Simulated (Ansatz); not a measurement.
**Nudged elastic band run: BClFH₃**

input.yaml

```yaml
crystal:
  periodic: [false, false, false]
  atoms:
    - { symbol: B, position_ang: [-0.248648, 0.346117, -0.858054] }
    - { symbol: F, position_ang: [0.82047, 1.093177, -0.527503] }
    - { symbol: H, position_ang: [-0.049307, -0.650825, -1.518841] }
    - { symbol: H, position_ang: [-1.343054, 0.779487, -0.56696] }
    - { symbol: H, position_ang: [0.925106, -0.412468, 1.877404] }
    - { symbol: Cl, position_ang: [-0.104666, -1.15549, 1.594055] }
magnetization:
  spin_polarized: true
basis:
  gaussian: { orbitals: def2-SVPD }
hamiltonian:
  xc: pbe
  dispersion: d4
neb:
  order_check: false
  images: 9
  f_tol: 0.03
  max_iterations: 60
  initial_path: linear
  final_atoms:
    - { symbol: B, position_ang: [-0.55407796, -0.20436403, -0.44603286] }
    - { symbol: F, position_ang: [1.2056082, 0.92605854, 0.24713996] }
    - { symbol: H, position_ang: [0.01564121, -0.66245787, -1.40370666] }
    - { symbol: H, position_ang: [-1.2731024, 0.7623242, -0.45544818] }
    - { symbol: H, position_ang: [1.22615671, 0.41681134, 1.04052767] }
    - { symbol: Cl, position_ang: [-0.62032476, -1.23837418, 1.01762107] }
```

Command:

```bash
$ ansatz run input.yaml --threads 2 --pin off --max-ram 3072MiB --backend cpu --events-out ev --progress --plain --runs-dir out
```

Output, in part (warnings, iteration lines, the closing report on the highest movable image, with atoms numbered from 0):

```
NEB end point (image 0): max|allowed force component| = 7.136e-3 eV/Å (the criterion of neb.relax_end_points is 1.000e-2)
NEB end point (image 10): max|allowed force component| = 2.423e-2 eV/Å (the criterion of neb.relax_end_points is 1.000e-2)
NEB iter   1: max|band force component| = 3.143e0 eV/Å  barrier→ = 2.9063 eV  barrier← = 2.5524 eV  Δτ_max = 0.2000 Å  (309 SCF iters)
NEB iter   2: max|band force component| = 2.464e0 eV/Å  barrier→ = 1.8677 eV  barrier← = 1.5137 eV  Δτ_max = 0.2000 Å  (293 SCF iters)
NEB iter   3: max|band force component| = 9.024e0 eV/Å  barrier→ = 1.4486 eV  barrier← = 1.0946 eV  Δτ_max = 0.1010 Å  (293 SCF iters)
NEB iter   4: max|band force component| = 1.601e0 eV/Å  barrier→ = 0.9601 eV  barrier← = 0.6062 eV  Δτ_max = 0.2000 Å  (287 SCF iters)
NEB iter   5: max|band force component| = 3.301e0 eV/Å  barrier→ = 0.7999 eV  barrier← = 0.4460 eV  Δτ_max = 0.0989 Å  (275 SCF iters)
NEB iter   6: max|band force component| = 3.088e-1 eV/Å  barrier→ = 0.6232 eV  barrier← = 0.2692 eV  CI = image 6  Δτ_max = 0.0486 Å  (262 SCF iters)
NEB iter   7: max|band force component| = 1.595e-1 eV/Å  barrier→ = 0.6307 eV  barrier← = 0.2767 eV  CI = image 6  Δτ_max = 0.0184 Å  (265 SCF iters)
NEB iter   8: max|band force component| = 7.602e-2 eV/Å  barrier→ = 0.6307 eV  barrier← = 0.2767 eV  CI = image 6  Δτ_max = 0.0043 Å  (265 SCF iters)
NEB iter   9: max|band force component| = 2.965e-2 eV/Å  barrier→ = 0.6305 eV  barrier← = 0.2765 eV  CI = image 6  Δτ_max = 0.0000 Å  (463 SCF iters)
Total energy: -15949.79376552 eV, -586.1441097245 hartree
Atom 0 at    -0.290547     0.046532    -0.464777 Å, force    -0.022569    -0.000023    -0.030715 eV/Å
Atom 1 at     0.956864     0.835686     0.044921 Å, force     0.001630     0.000629     0.001192 eV/Å
Atom 2 at     0.012234    -0.674274    -1.383000 Å, force     0.007631     0.002249     0.012636 eV/Å
Atom 3 at    -1.272540     0.746055    -0.437793 Å, force     0.010631    -0.001073     0.010469 eV/Å
Atom 4 at     0.812523     0.079289     0.985226 Å, force     0.000509    -0.001447     0.002989 eV/Å
Atom 5 at    -0.218633    -1.033290     1.255524 Å, force     0.002168    -0.000335     0.003429 eV/Å
Dipole moment:     0.064032    -0.017366     0.113117 e Å
```

The run converged. Another band between the same ends (9 images) ends at a top of the same energy, where a vibrational analysis finds 1 clearly imaginary mode. The orbitals stay closed-shell, which can raise the energy where a bond breaks towards radicals; this wasn't checked here.

Final band (atoms are numbered from 1 in the order of the input):

```tsv
image	path coordinate (Å)	energy (eV)	B1–F2 (Å)	H5–Cl6 (Å)	B1–Cl6 (Å)
0	0.00	0.00	1.35	1.30	2.88
1	0.24	0.01	1.35	1.30	2.82
2	0.48	0.03	1.35	1.30	2.72
3	0.72	0.10	1.37	1.31	2.56
4	0.96	0.24	1.40	1.33	2.37
5	1.20	0.48	1.46	1.39	2.17
6	1.45	0.63	1.56	1.54	2.03
7	1.67	0.53	1.69	1.76	1.93
8	1.90	0.41	1.84	2.01	1.86
9	2.13	0.37	2.02	2.25	1.82
10	2.36	0.35	2.20	2.48	1.79
```

The run took 2.1 min on 2 threads of Arm Neoverse V2 (shared host), peak memory 0.17 GiB.
